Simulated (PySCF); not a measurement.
Species: 3-methyl-1-butanol, C5H12O.
SMILES with atom numbers: `[CH3:1][CH:2]([CH3:3])[CH2:4][CH2:5][OH:6]` (hydrogens: H7, H8, H9 on C1; H10 on C2; H11, H12, H13 on C3; H14, H15 on C4; H16, H17 on C5; H18 on O6)

Torsions of this conformer, `[CH3:1][CH:2]([CH3:3])[CH2:4][CH2:5][OH:6]`: C1–C2–C4–C5 173°, C2–C4–C5–O6 180°, H–O6–C5–C4 59°.

The closed-shell ground state was solved at several levels (PySCF, density fitting, gas phase, non-relativistic). Geometry: PBE0-D3(BJ)/def2-SVP, one conformer, isolated molecule.

```csv
level,basis functions,HOMO (eV),LUMO (eV),gap (eV),dipole (D)
PBE0/6-31+G*,132,-7.75,0.33,8.08,1.93
HF/pcSseg-1,162,-11.74,4.21,15.95,1.92
B3LYP/def2-SVPD,219,-7.61,0.29,7.90,1.81
wB97X-D/def2-SVPD,219,-9.78,2.28,12.06,1.83
LDA/def2-SVPD,219,-6.35,-0.24,6.11,1.80
PBE0/aug-cc-pVDZ,246,-7.76,-0.14,7.62,1.74
BHandHLYP/def2-SVPD,219,-9.41,1.10,10.51,1.87
PBE/def2-SVPD,219,-6.22,-0.14,6.08,1.73
PBE0/def2-SVPD,219,-7.84,0.60,8.44,1.80
PBE0/pcSseg-1,162,-7.68,1.33,9.01,1.74
```

(1) Estimate the row for HF/def2-SVPD, a basis of 219 functions; the other rows only guide the guess.

(2) Over all these levels, which gives the widest orbital gap and which the narrowest?

(3) How much does the basis alone move the frontier levels among the 4 PBE0 rows?

(4) In the def2-SVPD basis, how does the gap go with the fixed share of exact exchange?

(5) How far do the dipole and the HOMO energy spread over the levels?

Results:

(1) HOMO -11.83 eV, LUMO 2.68 eV, gap 14.51 eV, dipole 1.92 D.

(2) HF/pcSseg-1 (Hartree–Fock, all exact exchange) has the widest, 15.95 eV, and PBE/def2-SVPD (GGA) the narrowest, 6.08 eV. Functional and basis both differ between the two, so the spread mixes both effects. The HOMO need not be the same orbital at Hartree–Fock and at DFT levels.

(3) The HOMO by 0.16 eV and the LUMO by 1.47 eV. By rising basis size (HOMO, LUMO in eV): 6-31+G* -7.75, 0.33; pcSseg-1 -7.68, 1.33; def2-SVPD -7.84, 0.60; aug-cc-pVDZ -7.76, -0.14.

(4) PBE (0 %) 6.08 eV; LDA (0 %) 6.11 eV; B3LYP (20 %) 7.90 eV; PBE0 (25 %) 8.44 eV; BHandHLYP (50 %) 10.51 eV; HF (100 %) 14.51 eV. Each rise in the share widens the gap here.

(5) The dipole runs from 1.73 to 1.93 D (mean 1.83 D) and the HOMO from -11.83 to -6.22 eV.
